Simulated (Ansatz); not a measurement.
**Changing the shape of C2H (charge -1), singlet**

Calculated in Ansatz's Gaussian-basis code. Basis cc-pVDZ, nonrelativistic, 2 orbitals frozen in the corrections; active space CAS(10,9). Restricted Hartree–Fock, then the lowest state-specific CASSCF solution met for each case. On stretched bonds single-reference methods can fail or change state. Unlike active orbitals can shift such differences by tenths of an eV, at times by over 1 eV.

Case A:

```xyz
3

H     0.0000    0.0000   -1.4488
C     0.0000    0.0000   -0.4544
C     0.0000    0.0000    0.6959
```

Case B:

```xyz
3

H     0.0000    0.0000   -1.5748
C     0.0000    0.0000   -0.4939
C     0.0000    0.0000    0.7564
```

Case C:

```xyz
3

H     0.0000    0.0000   -1.7008
C     0.0000    0.0000   -0.5334
C     0.0000    0.0000    0.8169
```

Energy less that of case A, in eV:

```json
{"case": "B", "RHF/ROHF": "-0.526", "CASSCF": "-0.965"}
{"case": "C", "RHF/ROHF": "+0.171", "CASSCF": "-0.740"}
```

**Question.** Give the SC-NEVPT2 energies against case A.

**Answer.** B: -0.995 eV (-22.9 kcal/mol); C: -0.762 eV (-17.6 kcal/mol).

**Question.** Which case is lowest, and do the methods agree?

**Answer.** B is lowest in SC-NEVPT2. Of the methods shown, RHF/ROHF, CASSCF agree.
